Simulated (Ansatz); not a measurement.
# CS+ (quartet): r2SCAN, PBE0 over a scan of the distance C1–S2, 6-31G

Aim: run CS+ (quartet) with these functionals over a scan of the distance C1–S2, and hold them against the top wave-function level at the same points.

Program: Ansatz 0.2.0, Gaussian basis. Level of theory: 6-31G, all electrons in the functionals. These are calculated values, not measurements.

Plan: r2SCAN, PBE0, at 1.341 Å; 1.482 Å; 1.654 Å; 1.833 Å; 2.012 Å; 2.275 Å; 2.693 Å; 3.083 Å; 3.608 Å; 4.382 Å; 5.758 Å.

15 further runs of the same task are left out: 10 that didn't finish, 5 set aside as unsound or not needed. Runs told in other sessions of the task aren't counted.

**1. The geometry**

The geometry derives from a PBE0/def2-TZVP stationary point (not a proven minimum). One bond is set to the value named and the two fragments are kept rigid.

2 atoms, charge 1, spin multiplicity 4.

Atoms are counted from 1 here; the program's logs count them from 0.

Bond lengths: C1–S2 1.654 Å.

No dispersion term is added.

The geometry shown and the zero of energy belong to the point 1.654 Å. The yardstick, FCI, and other wave-function levels (R restricted, U unrestricted, valence and pair active spaces) come from earlier runs.

**2. r2SCAN, 1.341 Å**

in.yaml

```yaml
crystal:
  periodic: [false, false, false]
  atoms:
    - {symbol: C, position_ang: [0.000000, 0.000000, 0.000000]}
    - {symbol: S, position_ang: [0.000000, 0.000000, 1.341000]}
basis:
  gaussian: {orbitals: 6-31G}
total_charge: 1
magnetization: {spin_polarized: true, initial_magnetization: 3}
hamiltonian: {xc: {name: r2SCAN}}
```

Started as:

```console
$ ansatz run in.yaml --threads 1 --pin off --events-out ev --progress --plain --max-ram 2393MiB
```

Further steps of the session: r2SCAN, 1.482 Å; r2SCAN, 1.654 Å; r2SCAN, 1.833 Å; r2SCAN, 2.012 Å; r2SCAN, 2.275 Å; r2SCAN, 2.693 Å; r2SCAN, 3.083 Å; r2SCAN, 3.608 Å; r2SCAN, 4.382 Å; r2SCAN, 5.758 Å; PBE0, 1.341 Å; PBE0, 1.482 Å; PBE0, 1.654 Å; PBE0, 1.833 Å; PBE0, 2.012 Å; PBE0, 2.275 Å; PBE0, 2.693 Å; PBE0, 3.083 Å; PBE0, 3.608 Å; PBE0, 4.382 Å; PBE0, 5.758 Å.

**Question.** What will the summary of the whole plan be? Wanted: span of the FCI curve; largest miss, r2SCAN; largest miss, PBE0.

**Answer**, as computed:

| quantity | value |
| --- | --- |
| span of the FCI curve | 112.7 kcal/mol |
| largest miss, r2SCAN | -6.9 kcal/mol (5.758 Å) |
| largest miss, PBE0 | -8.2 kcal/mol (2.275 Å) |

Of the functionals, r2SCAN keep the smallest largest miss at the points compared (at most 6.9 kcal/mol) and PBE0 strays most (8.2 kcal/mol, at 2.275 Å). r2SCAN, PBE0 clearly break the spin symmetry at some points (⟨S²⟩ up to 0.55 above the pure value), so energy there is bought with a mixed spin. Functionals and the yardstick converge differently with the basis, so part of each miss in 6-31G is the basis.
